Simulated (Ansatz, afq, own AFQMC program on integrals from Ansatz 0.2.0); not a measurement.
Se⁺, quartet in cc-pVDZ, levels against full CI

A free Se cation.

Basis cc-pVDZ. Noble-gas cores (and the filled d shells of Ga–Kr and In–Xe) are frozen. AFQMC by an in-house program on the Cholesky factors that Ansatz 0.2.0 writes for its CCSD(T) run. ph-AFQMC/CISD is guided by a CISD state made of CCSD amplitudes; releasing the constraint for a short imaginary time cuts its bias at the price of noise, slowly where states lie close. Free AFQMC starts from the CCSD state and is never constrained. Its projection time is finite, and what remains of the start isn't in its error. Error bars are statistical, one sigma. No spin–orbit coupling.

Determinant: UHF, the one that the program's search chose, which needn't be the lowest solution.

Full CI on the same integrals is exact in this basis and with this determinant's frozen core.

Cautions: no relativity below Rb; no spin-orbit coupling; inner d shell frozen.

The T1 diagnostic is 0.0011. The weight of the determinant in the CISD state is 0.958, the ⟨S²⟩ of the determinant is 3.751 and the size of the correlated space is 5 electrons in 13 orbitals.

```json
{"level": "MP2", "correlation energy (eV)": "-1.5514"}
{"level": "CCSD", "correlation energy (eV)": "-1.9616"}
{"level": "CCSD(T)", "correlation energy (eV)": "-1.9794"}
```

Problem. Estimate where phaseless AFQMC with a CISD trial lies against CCSD(T) on the same integrals.

Solution. 0.6 ± 0.04 kJ/mol below CCSD(T).

Reference: full CI, correlation energy -1.986 eV. The released energy is read at 2.40 1/Eh (meV from the phaseless value at times in 1/Eh: -0.35 ± 0.24 at 0.24, -0.51 ± 0.18 at 0.51, -0.43 ± 0.18 at 0.99, -0.29 ± 0.23 at 1.62, -0.73 ± 0.19 at 2.40).

```tsv
level	E − E(reference) (kJ/mol)	share of correlation (%)
CCSD(T)	0.6	99.68
CCSDT	0.2	99.90
CCSDT(Q)	0.0	99.98
CCSDTQ	0.0	100.00
ph-AFQMC/HF	-0.4 ± 1.4	100.22
ph-AFQMC/CISD	0.0 ± 0.04	99.98
released AFQMC	0.0 ± 0.02	100.02
free AFQMC	0.0 ± 0.02	100.02
```

CCSDT and higher add their correlation energy to the determinant of the CCSD(T) run, since their own runs factorise the integrals more tightly (a shift of under 2 meV). Free projections are given only where their last times agree within the noise and don't stop above the reference; a slow remainder of the start can still hide under it. A walk keeps the symmetry of its determinant, which the program's search chose and which needn't be the lowest solution, so a lower state of the same spin and another symmetry isn't excluded. Released energies are given only where the last usable release times agree within the noise; a slower fall can still hide under it.
